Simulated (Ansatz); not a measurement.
The first iterations of a band of C2H6N2 (10 atoms, charge 0, multiplicity 1).

All numbers below come from Ansatz 0.2.0, UKS PBE/6-31G.

* movable images: 9
* climbing image: yes
* spring: 5.0 eV/Å²
* optimiser: quadratic models (default)
* start path: through a guess of the saddle point
* force threshold: 0.03 eV/Å
* iteration limit: 60
* end points: relaxed

First end point:

```xyz
10
Properties=species:S:1:pos:R:3
N -0.144 0.600 2.087
C -0.306 0.559 0.805
C 0.300 -0.429 -0.201
N -0.063 -0.237 -1.598
H 0.490 -0.156 2.434
H -0.964 1.328 0.362
H 0.017 -1.457 0.101
H 1.404 -0.388 -0.113
H -1.035 -0.424 -1.836
H 0.300 0.605 -2.041
```

Last end point:

```xyz
10
Properties=species:S:1:pos:R:3
N -0.092 -0.165 1.876
C -0.397 0.142 0.532
C 0.404 -0.125 -0.532
N -0.004 -0.095 -1.883
H 0.784 -0.644 2.068
H -1.410 0.534 0.379
H -0.391 0.487 2.596
H 1.426 -0.495 -0.378
H -0.978 0.117 -2.081
H 0.657 0.245 -2.576
```

| iteration | highest image above the first end (eV) | largest band force component (eV/Å) |
| --- | --- | --- |
| 1 | 172.010 | 1212.785 |
| 2 | 58.008 | 319.767 |
| 3 | 35.080 | 217.535 |
| 4 | 21.308 | 139.824 |
| 5 | 12.248 | 70.729 |
| 6 | 6.881 | 31.549 |
| 7 | 5.981 | 23.322 |
| 8 | 3.990 | 16.198 |
| 9 | 2.637 | 10.174 |
| 10 | 2.732 | 5.816 |
| 11 | 2.800 | 8.170 |
| 12 | 2.757 | 3.165 |
| 13 | 2.743 | 1.628 |
| 14 | 2.526 | 1.273 |
| 15 | 2.586 | 1.589 |
| 16 | 2.884 | 1.129 |
| 17 | 2.853 | 0.847 |
| 18 | 2.858 | 1.625 |
| 19 | 2.769 | 1.675 |
| 20 | 2.674 | 0.946 |

Problem. Does the band converge within its limit, and where does its top end?

Solution. It did not converge within its limit. It ended after 60 iterations with the highest image 2.418 eV above the first end. The band didn't meet its force threshold, so its energies are provisional: the largest band force was still 0.38 eV/Å, and over the last iterations the top stayed at 2.42 eV. The orbitals stay closed-shell, which can raise the energy where a bond breaks towards radicals; this wasn't checked here. Limits of this set-up: no polarisation functions.

Time of the run: 38 min on 1 thread of Arm Neoverse N1, with other jobs on the host, peak memory 0.13 GiB.
